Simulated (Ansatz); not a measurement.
Start from MgO in the rock salt structure (space group Fm-3m, No. 225).

```
CELL_PARAMETERS angstrom
      0.00000     2.12687     2.12687
      2.12687     0.00000     2.12687
      2.12687     2.12687     0.00000
ATOMIC_POSITIONS crystal
  O  0.00000 0.00000 0.00000
  Mg 0.50000 0.50000 0.50000
```

Calculations: PBE/PAW in Ansatz (a first-principles code), scalar-relativistic without spin-orbit coupling.

Now apply this change: full substitution Mg → Sr, then cell and atoms are relaxed.

Measured lattice parameter a: MgO 4.189 Å (static lattice; corrected from measurement; as listed in Daniel Mejia-Rodriguez, S. B. Trickey, Phys. Rev. B (2018)); SrO 5.16 Å (room temperature; as listed in Juan A. Santana et al., The Journal of Chemical Physics (2016)).

Question: How well does PBE reproduce the measured shift?

Answer: With PBE the lattice parameter a moves by +0.941 Å (4.254 → 5.195) against +0.971 Å measured. The two measured values stand on different bases (one corrected, one not), which blurs small differences.

Whether these cells are dynamically stable was not tested.
